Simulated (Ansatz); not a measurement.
A made-up structure of SiH3O (charge +1), singlet:

| atom | x (Å) | y (Å) | z (Å) |
| --- | --- | --- | --- |
| O1 | 0.3122 | -0.9350 | 0.4740 |
| Si2 | -0.2965 | 0.3132 | -0.2494 |
| H3 | 1.1662 | -1.0389 | 0.9132 |
| H4 | -1.6350 | 0.0846 | -0.8010 |
| H5 | -0.2396 | -1.4296 | 1.1000 |

It is relaxed with PBE-D4/def2-SVP and then PBE0-D4/def2-TZVP (Ansatz 0.2.0). Atoms count as bonded within 1.22 times the sum of their covalent radii (H–H: 0.88 Å). The end point is not checked to be a true minimum.

Does its bonding change? (A judgement: the text doesn't fix the answer.)

By the calculation: No: no bond forms or breaks.

Where it ends: The first stage lowers the energy by 2.03 eV in 9 steps. It ends as SiH₃O ([OH2][SiH]), total charge +1:
```
5
angstrom
O 0.2591 -0.8880 0.6110
Si -0.1747 0.5152 -0.5361
H 1.1536 -1.0198 0.9651
H -1.5828 -0.0392 -0.5385
H -0.3479 -1.5738 0.9353
```

Labels in which every atom is bracketed show which atoms are joined, not bond orders.

For scale, one of the runs: PBE0-D4/def2-TZVP relaxation, 86 basis functions, launched by `ansatz run in.yaml --threads 2 --pin off --events-out ev --progress --plain --max-ram 4352MiB`. Hardware: 2 CPU threads of an Intel Xeon Platinum 8488C, shared host. Wall time about 4.1 s.
